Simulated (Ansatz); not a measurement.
# One shape, several levels: CN (SMILES [C]#N)

Wanted: a comparison of 6 runs (U-r2SCAN0/3-21G, U-wB97M-V/6-31G, U-wB97X/6-31G, UPBE/3-21G, USVWN5/6-31G, UCCSD(T)/6-31G) of CN. 

Program for the calculation: Ansatz 0.2.0.

77 further runs of the same task are left out: 77 set aside as unsound or not needed.

### 1 The molecule

CN: 2 atoms, total charge 0, spin state doublet. As SMILES, `[C]#N`. The N2–C1 distance was set to 2.320 Å, away from the relaxed value.

### 2 The energy at U-r2SCAN0/3-21G (run 1)

The input, molecule.yaml:

```yaml
crystal:
  periodic: [false, false, false]
  atoms:
    - {symbol: C, position_ang: [1.486837, -0.481212, 0.765619]}
    - {symbol: "N", position_ang: [-0.495600, 0.160400, -0.255200]}
basis:
  gaussian:
    orbitals: 3-21G.json
magnetization:
  spin_polarized: true
  initial_magnetization: 1
total_charge: 0
accuracy: high
hamiltonian:
  xc: {name: r2SCAN0}
```

The basis set 3-21G is read from a file made from the Basis Set Exchange's data (not shown).

Command:

```bash
$ ansatz run molecule.yaml --threads 1 --pin off --max-ram 2610MiB --events-out events.jsonl --progress --plain --runs-dir runs
```

The log of the run:

```text
Warning: RAYON_NUM_THREADS=1 ignored (pool sized by the plan → 1); use --threads N
Functional definition: r2SCAN0
  name "r2SCAN0"
  parameter a = 0.25
  parameter k0 = 0.174
  parameter k1 = 0.065
  parameter a1 = 4.9479
  exchange = (1 - a)*r2scan_x(k0 = k0, k1 = k1, a1 = a1) + a*exact_x
  correlation = r2scan_c
382 factors; integrals over basis functions are off by at most 3.7e-9 eV
mean field evaluation 1: about -2484.7194 eV, gradient 4.2e1 eV
mean field evaluation 2: about -2304.2935 eV, gradient 1.2e2 eV
mean field evaluation 4: about -2482.1005 eV, gradient 5.4e1 eV
mean field evaluation 8: about -2501.0513 eV, gradient 1.7e0 eV
mean field evaluation 16: about -2501.0938 eV, gradient 2.1e-1 eV
mean field evaluation 32: about -2501.1216 eV, gradient 1.7e-2 eV
mean field -2501.12160387 eV, -91.9145236212 hartree, gradient 1.2e-8 eV, S^2 2.389867; 2 other end points of the search recorded, 0 dependent functions left out
reference -2501.12160417 eV, -91.9145236322 hartree; 7, 6 occupied and 11, 12 virtual orbitals, 382 factors
Total energy: -2501.12160417 eV, -91.9145236322 hartree
```

Run time: 4.2 s. Hardware: 1 thread of Intel Xeon Platinum 8375C at 2.90GHz (Ice Lake), shared host; peak memory 0.15 GiB.

### 3 The energy at U-wB97M-V/6-31G (run 2)

The input, job.yaml:

```yaml
crystal:
  periodic: [false, false, false]
  atoms:
    - symbol: C
      position_ang: [1.486837, -0.481212, 0.765619]
    - symbol: N
      position_ang: [-0.495600, 0.160400, -0.255200]
basis:
  gaussian:
    orbitals: 6-31G
magnetization:
  spin_polarized: true
  initial_magnetization: 1
hamiltonian:
  xc: {name: wB97M-V}
accuracy: high
```

Command:

```bash
$ ansatz run job.yaml --threads 1 --pin off --max-ram 2610MiB --events-out events.jsonl --progress --plain --runs-dir runs
```

The log of the run:

```text
Warning: RAYON_NUM_THREADS=1 ignored (pool sized by the plan → 1); use --threads N
Functional definition: wB97M-V
  name "wB97M-V"
  parameter omega = 0.3/bohr
  parameter cx = 0.15
  parameter cx01 = 1.007
  parameter cx10 = 0.259
  parameter css00 = 0.443
  parameter css04 = -1.437
  parameter css10 = -4.535
  parameter css20 = -3.390
  parameter css43 = 4.278
  parameter cos00 = 1.000
  parameter cos10 = 1.358
  parameter cos20 = 2.924
  parameter cos21 = -8.812
  parameter cos60 = -1.390
  parameter cos61 = 9.142
  parameter b = 6.0
  parameter c = 0.01
  gx(w, u) = 1 - cx + cx01*u + cx10*w
  gss(w, u) = css00 + css04*u^4 + css10*w + css20*w^2 + css43*w^4*u^3
  gos(w, u) = cos00 + cos10*w + (cos20 + cos21*u)*w^2 + (cos60 + cos61*u)*w^6
  exchange = spin_sum(e_x_unif_sr(omega)*gx(b97_w, b97_u_x)) + cx*exact_x_sr(omega) + exact_x_lr(omega)
  correlation = spin_sum(e_c_pw_mod_same_spin*gss(b97_w, b97_u_same))
      + integral(e_c_pw_mod_opposite_spin*gos(b97_w_opposite, b97_u_opposite)) + vv10(b, c)
421 factors; integrals over basis functions are off by at most 3.6e-9 eV
143 factors; integrals over basis functions are off by at most 1.3e-9 eV
mean field evaluation 1: about -2495.4334 eV, gradient 4.5e1 eV
mean field evaluation 2: about -2313.8239 eV, gradient 1.3e2 eV
mean field evaluation 4: about -2510.9491 eV, gradient 1.6e1 eV
mean field evaluation 8: about -2512.0811 eV, gradient 7.8e0 eV
mean field evaluation 16: about -2512.8818 eV, gradient 7.9e0 eV
mean field evaluation 32: about -2514.8302 eV, gradient 1.2e-2 eV
mean field -2514.83020791 eV, -92.4183055275 hartree, gradient 9.4e-8 eV, S^2 2.348844; 2 other end points of the search recorded, 0 dependent functions left out
reference -2514.83020974 eV, -92.4183055948 hartree; 7, 6 occupied and 11, 12 virtual orbitals, 421 factors
Total energy: -2514.83020974 eV, -92.4183055948 hartree
```

It took 8.1 s on 1 thread of Intel Xeon Platinum 8375C at 2.90GHz (Ice Lake), shared host; peak memory 0.26 GiB.

Runs 3 to 5 aren't shown in full; the table further down has their settings and results.

### 4 The energy at UCCSD(T)/6-31G (run 6)

The input, in.yaml:

```yaml
crystal:
  periodic: [false, false, false]
  atoms:
    - {symbol: C, position_ang: [1.486837, -0.481212, 0.765619]}
    - {symbol: N, position_ang: [-0.495600, 0.160400, -0.255200]}
basis:
  gaussian:
    orbitals: 6-31G
correlation:
  method: ccsd_t
  frozen_orbitals: {C: 1, "N": 1}
accuracy: high
magnetization:
  spin_polarized: true
  initial_magnetization: 1
scf:
  omitted_lower_state_checks: [cluster_reference, increment]
```

Command:

```bash
$ ansatz run in.yaml --threads 1 --pin off --max-ram 2610MiB --events-out events.jsonl --progress --plain --runs-dir runs
```

The log of the run:

```text
Warning: RAYON_NUM_THREADS=1 ignored (pool sized by the plan → 1); use --threads N
[... 17 lines left out ...]
2 core orbitals not correlated: weight in the atoms' cores, before any rotation towards them, 1.000 or more for the frozen orbitals, at most 0.000 for the correlated occupied ones
[... 56 lines left out ...]
Total energy: -2507.12331069 eV, -92.1350822786 hartree
Checks for a lower state left out: cluster_reference, increment
```

It took 0.84 s on 1 thread of Intel Xeon Platinum 8375C at 2.90GHz (Ice Lake), shared host.

### 5 All runs side by side

```tsv
run	level	frozen core orbitals	energy (Eh)	⟨S²⟩	wall time
1	U-r2SCAN0/3-21G	–	-91.914524	2.390	4.2 s
2	U-wB97M-V/6-31G	–	-92.418306	2.349	8.1 s
3	U-wB97X/6-31G	–	-92.420965	2.395	5.7 s
4	UPBE/3-21G	–	-91.836652	1.984	1.7 s
5	USVWN5/6-31G	–	-91.600243	1.978	1.4 s
6	UCCSD(T)/6-31G	2	-92.135082	2.748	0.84 s
```

### 6 Summary of results

| quantity | value |
| --- | --- |
| run 6: total energy | -92.13508 Eh |
| run 6: correlation energy (2 core orbitals frozen) | -77.1 mEh |
| run 6: (T) correction | -1.16 mEh |
| run 6: ⟨S²⟩ of the reference determinant | 2.748 |
| run 6: T1 diagnostic | 0.019 |

**Reading.** Totals of different functionals can't be ranked against each other. Spin contamination of the reference: run 6 ⟨S²⟩ = 2.75, run 3 ⟨S²⟩ = 2.40, run 1 ⟨S²⟩ = 2.39, run 2 ⟨S²⟩ = 2.35, run 4 ⟨S²⟩ = 1.98, run 5 ⟨S²⟩ = 1.98. Where it is this large, the reference is a mixture of spin states, and values that rest on it are in doubt. All runs together took 22 s, the longest 8.1 s.
